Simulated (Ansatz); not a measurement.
**BH3S (triplet): the correlation ladder at distance B1–H4 along a hydrogen transfer = 1.677 Å, cc-pVDZ**

The task here is to estimate one member of a computed series from the others.

Computed with Ansatz 0.2.0, Gaussian basis. Level: cc-pVDZ, core rule «outside noble gas», up to 6 orbitals frozen.

The runs, in order: UHF; CCSD(T) on ROHF; CCSD(T) on UHF; BCCD(T) on ROHF; CISD; CCSDT(Q) on ROHF; CCSDT(Q) on UHF; CASSCF and MRCISD+Q, 4 electrons in 4 orbitals; CASSCF and NEVPT2, 4 electrons in 4 orbitals.

11 further runs of the same task are left out: 5 for a known fault of the program, 2 for a mislabelled method, 4 that didn't finish.

## The geometry

The geometry derives from fragments relaxed apart (PBE0/def2-TZVP) and kept rigid, so it is no stationary point. A hydrogen atom is moved between rigid fragments.

5 atoms, charge 0, spin multiplicity 3.

Atoms are counted from 1 here; the program's logs count them from 0.

Bond lengths: B1–H2 1.193 Å, B1–H3 1.193 Å, H4–S5 1.573 Å. Angles: H2–B1–H3 120.0°.

Set-up of the first run:

Contents of in.yaml:

```yaml
crystal:
  periodic: [false, false, false]
  atoms:
    - {symbol: B, position_ang: [-2.281025, 0.000000, 0.000000]}
    - {symbol: H, position_ang: [-2.877758, 1.033571, 0.000000]}
    - {symbol: H, position_ang: [-2.877758, -1.033571, 0.000000]}
    - {symbol: H, position_ang: [-0.604025, 0.000000, 0.000000]}
    - {symbol: S, position_ang: [0.968975, 0.000000, 0.000000]}
basis:
  gaussian: {orbitals: cc-pVDZ}
magnetization: {spin_polarized: true, initial_magnetization: 2}
hamiltonian: {xc: hf}
output: {orbitals: {seedname: orbitals}}
```

On the command line:

```sh
$ ansatz run in.yaml --threads 1 --pin off --events-out ev --progress --plain --max-ram 2393MiB
```

Among the steps run: UHF; CCSD(T) on ROHF; CCSD(T) on UHF; BCCD(T) on ROHF; CISD; CCSDT(Q) on ROHF; CCSDT(Q) on UHF; CASSCF and MRCISD+Q, 4 electrons in 4 orbitals; CASSCF and NEVPT2, 4 electrons in 4 orbitals.

One table of the session follows, with a row left open; its other results are not shown here.

| method | from UCCSDT(Q) (kcal/mol) |
| --- | --- |
| ROHF | +156.30 |
| UHF | +148.56 |
| RMP2 | +29.30 |
| UMP2 | +30.57 |
| CISD | +16.07 |
| RCCSD | +4.04 |
| UCCSD | +3.82 |
| RCCSD(T) | +0.82 |
| UCCSD(T) | ? |
| BCCD(T) | +0.84 |
| RCCSDT | +0.21 |
| UCCSDT | +0.19 |
| RCCSDT(Q) | +0.01 |
| UCCSDT(Q) | 0 |
| CASSCF pair | +140.08 |
| NEVPT2 pair | +27.54 |
| MRCISD pair | +13.14 |
| MRCISD+Q pair | +0.70 |

**Question.** Estimate the row for UCCSD(T).

As computed: from UCCSDT(Q) (kcal/mol): +0.85. In the column «from UCCSDT(Q) (kcal/mol)» it lies between BCCD(T) (+0.84) and UCCSD (+3.82).

Among the levels timed on like hardware and quicker than the yardstick, those that no quicker one beats, quickest first: NEVPT2 pair (2.3 s, +27.54 kcal/mol); MRCISD+Q pair (2.8 s, +0.70 kcal/mol).

To keep in mind: Of the multireference levels listed MRCISD+Q pair comes nearest in total energy (+0.70 kcal/mol), which doesn't show that its space is the better one. Restricted and unrestricted rows rest on different reference determinants; where their highest levels disagree by more than a few hundredths of an eV, they describe different states and don't form one ladder.
